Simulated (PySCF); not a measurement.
CH, SMILES [CH] (connectivity only; charge and spin as stated), charge +1, multiplicity 1. Coordinates come from a B3LYP-D3(BJ)/def2-TZVPD optimisation.

TDDFT-PBE/def2-TZVPD (PySCF) puts the lowest singlet excitations at 2.84, 2.84, 12.20, 13.00, 13.00, 15.35 eV.

What are the lowest excitation roots from ADC(3)/aug-cc-pVDZ in PySCF 2.14.0? (Estimate from the structure and the level; the computed values follow.)

2.86, 2.86, 6.59, 12.88, 13.17, 13.17 eV. S1 differs by 0.02 eV (second minus first; roots are paired by order, and the bases may differ).
